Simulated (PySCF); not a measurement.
# C4H4FN: electronic excitations and core binding energies

Aim: predict the electronic excitations and core binding energies of C4H4FN (`[H]/N=C\C#CCF`).

The runs use PySCF 2.14.0, with density-fitted response routines of our own; the level of theory stands in each step. All values are computed, except where a source is named. Atoms count from 0, in the outputs and in this text.

## (1) The molecule as given

10 atoms, charge 0, multiplicity 1; geometry from: GFN2-xTB.

Bonds of the start (Å): N0–C1 1.26, C1–C2 1.42, C2–C3 1.21, C3–C4 1.45, C4–F5 1.38, N0–H6 1.02, C1–H7 1.09, C4–H8 1.10, C4–H9 1.10.

## (2) TDDFT and polarisability: wB97X-D/def2-SVPD

What the job is given:

```
{"job": {"kind": "uv", "xc": "wB97X-D", "basis": "def2-SVPD", "nstates": 8, "ntriplets": 3}, "charge": 0, "multiplicity": 1}
N     -2.828722    -0.455596     0.016684
C     -1.962760     0.421403    -0.240586
C     -0.553874     0.288065    -0.125882
C      0.620983     0.054364     0.008866
C      2.050998    -0.115779     0.136243
F      2.729957     1.027118    -0.219913
H     -2.456963    -1.348390     0.340132
H     -2.315447     1.388831    -0.589494
H      2.321289    -0.337671     1.176737
H      2.403423    -0.917691    -0.525313
```

With the program's defaults for keys left out, this is: TDDFT wB97X-D/def2-SVPD, vertical, gas phase, core orbitals frozen in the response.

**Question.** This job is followed by: delta-SCF UKS SCAN, pcX-2 on the ionised atom, pcseg-1 elsewhere, spin-free X2C. Predict these results of the whole session: lowest singlet (wB97X-D/def2-SVPD); brightest single state of those computed; lowest triplet; N1s binding energies, SCAN/pcX-2; C1s binding energies, SCAN/pcX-2 (standing for 1 of 4 atoms); F1s binding energies, SCAN/pcX-2.

The runs gave:

| quantity | value |
| --- | --- |
| lowest singlet (wB97X-D/def2-SVPD) | 4.74 eV (262 nm), f = 0.004 |
| brightest single state of those computed | state 7, 7.94 eV, f = 0.739 |
| lowest triplet | 3.96 eV |
| N1s binding energies, SCAN/pcX-2 | N0 404.65 eV |
| C1s binding energies, SCAN/pcX-2 (standing for 1 of 4 atoms) | C4 294.29 eV |
| F1s binding energies, SCAN/pcX-2 | F5 692.70 eV |

**Reading.** The first singlet state (HOMO−1→LUMO 0.97) lies at 4.74 eV and is weak; of the 8 states computed, the strongest absorption comes from state 7 at 7.94 eV. The lowest triplet lies 0.78 eV below the lowest singlet (triplets in Tamm-Dancoff, singlets in full TDDFT).
